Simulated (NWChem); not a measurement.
Molecule: disilane (Si2H6); SMILES [SiH3][SiH3]

```xyz
8

Si     0.0000     0.0000     1.1730
Si     0.0000     0.0000    -1.1730
H     -1.3281    -0.4534     1.6890
H      0.2714     1.3769     1.6890
H      1.0567    -0.9235     1.6890
H     -0.2714    -1.3769    -1.6890
H      1.3281     0.4534    -1.6890
H     -1.0567     0.9235    -1.6890
```
Atoms are numbered in this order, from 1.

Level: PBE0/def2-SVP (NWChem), optimised geometry, unscaled harmonic frequencies. 

| frequency (cm⁻¹) | IR intensity (km/mol) |
|---|---|
| 130 | 0.0 |
| 365 | 18.7 |
| 365 | 18.7 |
| 435 | 0.0 |
| 625 | 0.0 |
| 625 | 0.0 |
| 831 | 448.3 |
| 901 | 0.0 |
| 928 | 0.0 |
| 928 | 0.0 |
| 942 | 75.7 |
| 942 | 75.7 |
| 2221 | 107.3 |
| 2228 | 0.0 |
| 2230 | 0.0 |
| 2230 | 0.0 |
| 2240 | 174.1 |
| 2240 | 174.0 |

```yaml
zero_point_energy: 30.6 kcal/mol
thermal correction to the enthalpy at 298.15 K (with zero-point energy): 34.4 kcal/mol
heat capacity Cv: 17.3 cal/(mol K)
entropy at 298.15 K and 1 atm (symmetry number 6): 65.5 cal/(mol K)
dipole_moment: 0.00 D
```

Rigid rotor and harmonic oscillator.
